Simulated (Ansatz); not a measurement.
Cost and result for the atomization energy of CH5Al (`[CH3][AlH2]`) (7 atoms, 6 bonds).

Charge 0, multiplicity 1. The structure was optimised at the PBE0-D4/def2-TZVP level. Program: Ansatz. All runs use 2 threads of a server CPU on a shared host. Times are those of one run each, without the atoms' runs, and a repeat can differ threefold. Electronic energies, without spin–orbit coupling; frozen cores. CCSD(T)/CBS extrapolates def2-TZVPP and def2-QZVPP, and its time is that of the two runs behind it. T1 = 0.009. B3LYP takes the VWN-RPA correlation (the form of Gaussian; ORCA's B3LYP/G).

CCSD(T)/CBS is a level of theory with its own doubt, some kJ/mol a heavy atom from the limit and from the frozen cores, so smaller differences don't rank the functionals.

| level | functions | wall time | atomization (kJ/mol) | difference from CCSD(T)/CBS | per bond |
| --- | --- | --- | --- | --- | --- |
| CCSD(T)/def2-SVP | 57 | 0.55 s | 2073.6 | -97.6 | -16.3 |
| LDA (SPW92)/def2-TZVPP | 143 | 0.65 s | 2383.5 | 212.3 | 35.4 |
| BHLYP-D4/def2-TZVPP | 143 | 1.2 s | 2143.3 | -27.9 | -4.6 |
| CAM-B3LYP-D4/def2-TZVPP | 143 | 1.3 s | 2180.7 | 9.5 | 1.6 |
| revPBE-D4/def2-TZVPP | 143 | 1.4 s | 2126.6 | -44.6 | -7.4 |
| B3LYP-D4/def2-TZVPP (with forces) | 143 | 1.7 s | 2171.7 | 0.5 | 0.1 |
| PBE-QIDH/def2-TZVPP | 143 | 2.2 s | 2148.0 | -23.2 | -3.9 |
| r2SCAN-D4/def2-TZVPP (with forces) | 143 | 2.3 s | 2171.1 | -0.1 | 0.0 |
| ωB97X-V/def2-TZVPP | 143 | 3.4 s | 2176.5 | 5.3 | 0.9 |
| B97M-V/def2-TZVPP | 143 | 4.2 s | 2201.6 | 30.4 | 5.1 |
| CCSD(T)/def2-TZVPP | 143 | 6 s | 2128.3 | -42.9 | -7.1 |
| CCSD(T)/def2-QZVPP | 277 | 6.2 min | 2153.9 | -17.3 | -2.9 |
| CCSD(T)/CBS(def2) | – | 6.3 min | 2171.2 | 0.0 | 0.0 |

From r2SCAN to r2SCAN0 (25 % exact exchange), in def2-TZVPP and without D4, the atomization energy moves by −13.5 kJ/mol: exact exchange takes away binding that semilocal exchange gives to molecules. Leaving LDA and LC-ωPBE aside and taking each functional with its dispersion term where it has one, the values spread over 75.0 kJ/mol, from revPBE-D4 to B97M-V. LDA lies +233.7 kJ/mol from PBE without D4, its usual overbinding. The D4 term adds +12.2 kJ/mol with B3LYP and +6.3 kJ/mol with PBE0; it sums over pairs of atoms, weighted by their polarisabilities, and B3LYP, whose exchange is more repulsive, gets the larger term.
